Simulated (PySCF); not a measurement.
A made-up structure of BSiNH4, singlet:

B1  (0.002, 0.233, -0.848)
N2  (-0.991, -0.515, -0.255)
Si3  (0.497, 0.064, 0.828)
H4  (-1.865, -0.950, -0.549)
H5  (0.235, 0.657, -1.891)
H6  (0.551, 1.332, 1.599)
H7  (1.751, -0.703, 1.039)
(Å)

It is relaxed with PBE-D4/def2-SVP and then PBE0-D4/def2-TZVP (PySCF 2.14 with density fitting (its default auxiliary sets; JK sets also for MP2 and CCSD(T))). Atoms count as bonded within 1.22 times the sum of their covalent radii (H–H: 0.88 Å). The end point is not checked to be a true minimum.

Q: Does its bonding change? (A judgement: the text doesn't fix the answer.)

A: Computed: No: no bond forms or breaks.

Where it ends: The first stage lowers the energy by 1.41 eV in 12 steps. It ends as BSiNH₄ ([BH]1[NH][SiH2]1):
| atom | x (Å) | y (Å) | z (Å) |
| --- | --- | --- | --- |
| B1 | 0.0712 | 0.3432 | -1.1062 |
| N2 | -0.7256 | -0.3781 | -0.2452 |
| Si3 | 0.6272 | 0.1682 | 0.7323 |
| H4 | -1.5932 | -0.8907 | -0.2878 |
| H5 | 0.0441 | 0.6461 | -2.2541 |
| H6 | 0.2735 | 1.1084 | 1.8266 |
| H7 | 1.4956 | -0.9129 | 1.2647 |

Labels in which every atom is bracketed show which atoms are joined, not bond orders.

For scale, one of the runs: PBE0-D4/def2-TZVP relaxation, 123 basis functions, launched by `OMP_NUM_THREADS=2 python run.py`. Time: 39 s of wall clock on 2 CPU threads of an Arm Neoverse V1; the host was shared. Peak host memory: 1.2 GiB.
